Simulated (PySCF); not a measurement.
C5H6.
Cartesian coordinates in Å at the GFN2-xTB level; atoms count from 1:
```xyz
11
C5H6 angstrom
C      1.956    1.448    0.771
C      0.930    0.671    0.661
C     -0.108   -0.112    0.535
C     -0.685   -0.481   -0.743
C     -1.740   -1.279   -0.866
H      2.964    1.062    0.784
H      1.853    2.519    0.863
H     -0.581   -0.521    1.419
H     -0.202   -0.067   -1.618
H     -2.233   -1.701   -0.005
H     -2.149   -1.537   -1.827
```

The calculation used PBE0/pcSseg-1 in PySCF (dipole) on a GFN2-xTB geometry, gas phase.

Masses are those of the commonest isotopes; rigid-rotor values at the optimised geometry. The values belong to one conformer with, in the numbering `[CH2:1]=[C:2]=[CH:3][CH:4]=[CH2:5]`, C2–C3–C4–C5 180°.

**Question.** Give the principal moments of inertia and the rotational constants in MHz.

**Answer.** Ia = 14.41, Ib = 214.52, Ic = 225.54 u·Å²; 505379 MHz·u·Å²/I gives A = 35073, B = 2356, C = 2241 MHz.

**Question.** What kind of rotor is it?

**Answer.** A near-prolate asymmetric top. Ray's parameter κ = (2B − A − C)/(A − C) = -0.993; −1 is the prolate and +1 the oblate limit.

**Question.** What does the inertial defect say?

**Answer.** Not planar: Δ = Ic − Ia − Ib = -3.39 u·Å². For a rigid frame Δ = −2 Σ m c², so Σ m c² = 1.69 u·Å² lies off the ab plane, practically all of it from hydrogen. The atom farthest from that plane is 0.92 Å away.

**Question.** Give the other two planar moments, Paa and Pbb, and the rms extents of the mass along the axes.

**Answer.** Paa = Σ m a² = (Ib + Ic − Ia)/2 = 212.82 and Pbb = Σ m b² = (Ia + Ic − Ib)/2 = 12.72 u·Å². With the mass M = 66.05 u, the rms extents √(P/M) along a, b and c are 1.80, 0.44, 0.16 Å.

**Question.** List the rotational levels J(Ka,Kc) to J = 4 (cm⁻¹).

**Answer.** Above 0(0,0):
J = 1: 1(0,1) 0.1533, 1(1,1) 1.2446, 1(1,0) 1.2485
J = 2: 2(0,2) 0.4600, 2(1,2) 1.5475, 2(1,1) 1.5590, 2(2,1) 4.8329, 2(2,0) 4.8330
J = 3: 3(0,3) 0.9199, 3(1,3) 2.0017, 3(1,2) 2.0247, 3(2,2) 5.2929, 3(2,1) 5.2930, 3(3,1) 10.7591, 3(3,0) 10.7591
J = 4: 4(0,4) 1.5331, 4(1,4) 2.6073, 4(1,3) 2.6457, 4(2,3) 5.9062, 4(2,2) 5.9064, 4(3,2) 11.3725, 4(3,1) 11.3725, 4(4,1) 19.0251, 4(4,0) 19.0251
The levels of one J sum to (2J + 1)J(J + 1)(A + B + C)/3.

**Question.** Predict some low-J microwave lines.

**Answer.** The dipole components are |μa| = 0.24 D, |μb| = 0.05 D, |μc| = 0.00 D; the mirror of this Cs structure is the ab plane, so μc vanishes by symmetry and there are no c-type lines. Intensities carry the squares of the components, which stand as 1.00 : 0.04 (a : b). Some lines, for components of 0.1 D or more:

| type | branch | J(Ka,Kc) | MHz | lower level (cm⁻¹) |
| --- | --- | --- | --- | --- |
| a | Q | 2(1,1) ← 2(1,2) | 345 | 1.547 |
| a | Q | 3(1,2) ← 3(1,3) | 691 | 2.002 |
| a | Q | 4(1,3) ← 4(1,4) | 1151 | 2.607 |
| a | R | 1(0,1) ← 0(0,0) | 4597 | 0.000 |
| a | R | 2(1,2) ← 1(1,1) | 9078 | 1.245 |
| a | R | 2(0,2) ← 1(0,1) | 9193 | 0.153 |
| a | R | 2(1,1) ← 1(1,0) | 9308 | 1.248 |
| a | R | 3(1,3) ← 2(1,2) | 13617 | 1.547 |
| a | R | 3(0,3) ← 2(0,2) | 13789 | 0.460 |
| a | R | 3(2,2) ← 2(2,1) | 13790 | 4.833 |
| a | R | 3(2,1) ← 2(2,0) | 13791 | 4.833 |
| a | R | 3(1,2) ← 2(1,1) | 13962 | 1.559 |
| a | R | 4(1,4) ← 3(1,3) | 18156 | 2.002 |
| a | R | 4(0,4) ← 3(0,3) | 18383 | 0.920 |
| a | R | 4(2,3) ← 3(2,2) | 18386 | 5.293 |
| a | R | 4(3,2) ← 3(3,1) | 18387 | 10.759 |
| a | R | 4(3,1) ← 3(3,0) | 18387 | 10.759 |
| a | R | 4(2,2) ← 3(2,1) | 18389 | 5.293 |
| a | R | 4(1,3) ← 3(1,2) | 18616 | 2.025 |

**Question.** Estimate the classical rotational partition function at 10 K, 200 K and 298.15 K.

**Answer.** Point group Cs, symmetry number σ = 1; q = (√π/σ)·√((kT/h)³/(ABC)), k/h = 20836.6 MHz/K: 392 at 10 K, 35000 at 200 K, 63800 at 298.15 K.

Whether it is a minimum is left open (no frequencies). Zero-point vibration and centrifugal distortion are left out.
